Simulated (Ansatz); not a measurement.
Rock-salt HoN, treated with r²SCAN (Ansatz, a first-principles code, plane waves, PAW).

Input:

Ansatz 0.2 input:
```yaml
crystal:
  lattice:
    - [0.0, 2.4271437906, 2.4271437906]
    - [2.4271437906, 0.0, 2.4271437906]
    - [2.4271437906, 2.4271437906, 0.0]
  atoms:
    - { symbol: Ho, position: [0.0, 0.0, 0.0], spin: 4.0 }
    - { symbol: N, position: [0.5, 0.5, 0.5], spin: 0.0 }
basis:
  ecutwfc: 560
  ecutrho_ratio: 4
  xc_grid: 3
kpoints:
  mp_grid: { grid: [20, 20, 20] }
hamiltonian:
  xc: r2scan
  dispersion: none
  pseudopotentials: { kind: paw }
scf:
  occupations: { method: fermi_dirac, width: 0.05 }
  convergence: { dr2_threshold: 0.0000000002 }
output:
  forces: true
  stress: true
  eigenvalues: true
magnetization:
  spin_polarized: true
```

Output (set-up and result lines):

```
Crystal: 2 atoms, lattice volume = 28.597 Å³
Basis set: ecut = 560 eV, 869 PW (Γ), exchange–correlation on 81×81×81 points (27 copies of the dense FFT grid, shifted against one another)
Bands: 19, of which v1, the nominal top of the filled ones, is band 13 counted from 1 (12 counted from 0)
Symmetry: 48 space group operations
Space group: Fm-3m (ITA 225), of the structure as read, at distance tolerance 3.1e-5 Å
k-points: 256 of 8000
Initial density: superposition of atomic densities (chi_scale 0.1, normalization cell, long waves kept (reshape's long-wave potential 0.00 eV rms))
Functional: x = r2scan, c = r2scan; τ floored in thin density (d = 2e-4 eV/Å³)
spin=Collinear: Kerker preconditioning applied to the charge; magnetization (m = ρ↑ − ρ↓) channel mixes plain (no charge-response kernel on spin).
SCF 1 converged in 26 iterations: F = -11720.698542 eV  dr2 = 1.88e-12
Crystal: 2 atoms, lattice volume = 28.597 Å³
Symmetry: 24 space group operations
k-points: 396 of 8000
Initial density: read from a saved state, or passed on in memory by an earlier SCF of this step, an earlier step, the calling program or the single point that …
spin=Collinear: Kerker preconditioning applied to the charge; magnetization (m = ρ↑ − ρ↓) channel mixes plain (no charge-response kernel on spin).
Crystal: 2 atoms, lattice volume = 28.597 Å³
Symmetry: 8 space group operations
k-points: 1062 of 8000
spin=Collinear: Kerker preconditioning applied to the charge; magnetization (m = ρ↑ − ρ↓) channel mixes plain (no charge-response kernel on spin).
SCF converged after 26 iterations
Magnetization: 4.0000 μB (15.0000 up, 11.0000 down)
Free energy (F): -11720.698542 eV
Internal energy: -11720.698428 eV  (E = F + TS)
E sigma→0 (E₀):  -11720.698485 eV
Fermi energy:    15.506456 eV
--- Forces (eV/Å), atoms counted from 1 ---
  atom   1  Ho    -0.00000000     0.00000000    -0.00000000
  atom   2  N      0.00000000     0.00000000    -0.00000000
--- Stress (GPa, compression-positive) ---
       -0.000213       0.000000       0.000000
       -0.000000      -0.000213       0.000000
       -0.000000      -0.000000      -0.000213
  P = ⅓ Tr σ = -0.0002 GPa (-0.002 kbar)
```

The PAW data were made under PBE.

The run is spin-polarised with parallel starting moments, which need not be the measured order.

Note: the magnetic order was assumed, not searched for or taken from measurement. Note: the 4f shell is treated without U or exact exchange, so its levels and filling can be wrong.
